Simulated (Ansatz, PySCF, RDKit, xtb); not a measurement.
**Which structure has the formula SiSO?**

Given the formula SiSO and nothing else, which arrangement of the atoms is the most stable in the gas at 298.15 K, and what are its properties?

Plan: many cheap relaxations first (GFN2-xTB), then density-functional screening, relaxation at PBE0-D4/def2-TZVP, vibrations and a final energy. The numbers are computed, not measured.

7 further runs of the same task are left out: 7 set aside as unsound or not needed.

### 1 Candidates

A program enumerates the bonding patterns with one Lewis structure each (two rings at most, one unusual centre or charged pair), with their diastereomers. O–O, O–halogen and N–halogen bonds and N–N–N chains are not drawn. That gives 3 candidates.

| label | SMILES | spin |
| --- | --- | --- |
| c004 | O=S=[Si] | singlet |
| c438 | O=S=[Si] | triplet |
| c706 | O=[Si]=S | singlet |

Candidates are built by distance geometry, with a force field where one applies, in up to four conformers (letters a to d). 2 starts with atoms placed at random are added, to find patterns that the rules miss.

**Question.** With final energies at CCSD(T)/def2-TZVPP, which structure will this search put lowest in free energy, and by what margin?

| quantity | value |
| --- | --- |
| lowest structure found | O=[Si]=S, singlet, C∞v |
| next finalist | [O]1[Si][S]1 ‡, singlet, 29.4 kcal/mol higher in G |
| share at equilibrium, among the finalists | 100.0 % |
| harmonic wavenumbers, lowest and highest (PBE0-D4/def2-TZVP) | 247 and 1320 cm⁻¹ |
| rotational constants, same geometry | 0.1243 cm⁻¹ |
| dipole moment (PBE0/def2-TZVPD) | 1.55 D |
| HOMO energy (PBE0/def2-TZVPD) | -8.80 eV |
| LUMO energy (PBE0/def2-TZVPD) | -2.92 eV |
| HOMO–LUMO gap (PBE0/def2-TZVPD) | 5.88 eV |
| lowest excitation (TD-PBE0/def2-SVPD) | 4.30 eV (f = 0.006) |
| lowest triplet excitation, same level, Tamm-Dancoff | 3.85 eV |
| vertical ionisation energy | 11.11 eV |
| vertical electron affinity | 1.11 eV |
| vertical triplet less singlet | +3.74 eV |

The lowest structure found is `O=[Si]=S`. The margin of 29.4 kcal/mol over the next finalist is beyond the usual error of the last level; it says nothing of structures that weren't ranked. GFN2-xTB, r2SCAN-D4/def2-SVP, PBE0-D4/def2-TZVP, HF/def2-TZVPP and MP2/def2-TZVPP already put its bonding pattern lowest among the structures in one piece; HF/STO-3G favours the singlet [O]1[Si][S]1 ‡. A large T1 diagnostic among the finalists warns that one reference determinant may not suffice. It concerns: the winner; the finalist [O]1[Si][S]1 ‡ (singlet). The search is not exhaustive (a finite list of starts, one conformer a finalist), so a lower isomer can't be ruled out.

‡ marks the bonded skeleton alone, with all bonds drawn single: no Lewis structure was assigned that passes a check against the bond lengths.
